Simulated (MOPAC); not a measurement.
MOPAC input (PM7):

```
PM7 FORCE THERMO(298,298) PRECISE LET CHARGE=1 GEO-OK AUX(PRECISION=9) THREADS=1
C2H7O

C     1.19222550 1   -0.38054427 1    0.01789248 1
C     0.13283294 1    0.65060202 1   -0.00933589 1
O    -1.20193954 1   -0.15709784 1   -0.12934984 1
H    -1.95941246 1    0.32948779 1    0.35288548 1
H     0.02748206 1    1.27390840 1    0.89563162 1
H     0.03974880 1    1.23288759 1   -0.95332182 1
H     2.20169717 1    0.08587428 1   -0.11049950 1
H     1.27478331 1   -0.94491334 1    0.96253225 1
H     1.14000420 1   -1.10641200 1   -0.81813146 1
H    -1.12695969 1   -1.02907816 1    0.40647092 1
```

**Question.** Which zero-point energy does it print?

**Answer.** 49.60 kcal/mol, from the harmonic wavenumbers of PM7.
